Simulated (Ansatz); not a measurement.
**SiPH4 (SMILES [SiH2]P): the energy, rung by rung**

SiPH4: 6 atoms, total charge 0, spin state doublet. SMILES: `[SiH2]P`. The shape is that of a GFN2-xTB optimisation. This is one conformer, not always the lowest.

```xyz
6

Si    0.1270   -0.9861   -0.1047
P    -0.3387    1.1700    0.1422
H    -0.3006   -1.7247    1.0879
H    -0.5793   -1.5143   -1.2763
H     0.4347    1.6172   -0.9153
H     0.6569    1.4380    1.0661
```

Each level gives the energy change with the Si1–H3 bond stretched from 1.467 to 2.933 Å (eV). The values are calculated.

| level | kind | program | value (eV) | CPU time (all runs) |
| --- | --- | --- | --- | --- |
| UBLYP/STO-3G | GGA | Ansatz | 4.23 | 3.1 s |
| U-r2SCAN/STO-3G | meta-GGA | Ansatz | 4.45 | 6.8 s |
| UBHLYP/STO-3G | global hybrid | Ansatz | 4.42 | 3.4 s |
| UCAM-B3LYP/STO-3G | range-separated hybrid | Ansatz | 4.50 | 3.8 s |
| UCCSD(T)/STO-3G | coupled cluster or CI | Ansatz | 4.13 | 0.61 s |
| UCCSD/STO-3G | coupled cluster or CI | Ansatz | ? | 0.62 s |
| UCCSDT/STO-3G | coupled cluster or CI | Ansatz | 4.13 | 1.7 s |
| UCCSDTQ/STO-3G | coupled cluster or CI | Ansatz | 4.13 | 68 s |
| FCI/STO-3G | exact in the basis | Ansatz | 4.13 | 8.6 s |

Task: Estimate the missing values from the other rows.

Result: As computed at these levels: UCCSD/STO-3G: 4.14 eV. The first shape isn't each level's own minimum. The values span 4.13 to 4.50 eV. Spin contamination of the reference (⟨S²⟩ at least 0.1 too high) touches UBLYP/STO-3G, U-r2SCAN/STO-3G, UBHLYP/STO-3G, UCAM-B3LYP/STO-3G, UCCSD(T)/STO-3G, UCCSD/STO-3G, UCCSDT/STO-3G, UCCSDTQ/STO-3G. All rows use very small basis sets, so even the best lies far from the true value. CPU times are rough (shared hosts, several kinds of processor): they show what a rung costs within a factor of a few.
